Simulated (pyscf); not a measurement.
Single points on ωB97X-D3(BJ)/def2-SVP structures (PySCF, gas phase).

Problem. H₂Se + Cl–TiH(Cl)–Cl → Cl–Ti(Cl)(Cl)–SeH + hydrogen (H₂)
Surface: singlet. Broken: H–Se, H–Ti. Formed: Se–Ti, H–H. Give ΔE‡ and ΔE from ωB97M-D3(BJ)/def2-TZVP, relative to the separated reactants.

Solution. ΔE‡ = 6.3 kcal/mol, ΔE = -22.5 kcal/mol. Zero-point energy shifts the barrier by +0.8 kcal/mol. It is a four-centre exchange, with an imaginary mode of 693i cm⁻¹. On the reactant side the descent ends in an adduct with a Se–Ti contact, 13.7 kcal/mol under the separated species and 12.3 kcal/mol under the saddle at ωB97X-D3(BJ)/def2-TZVP. What is counted as formed (Se–Ti) is already present as a longer contact in the reactant adduct; forming that adduct is a step of its own. At ωB97X-D3(BJ) the barrier from the zero used here is -1.4 kcal/mol. This is the saddle that the search found; another between the same sides may lie lower. Elements up to Kr have no core potential and no relativistic terms here.
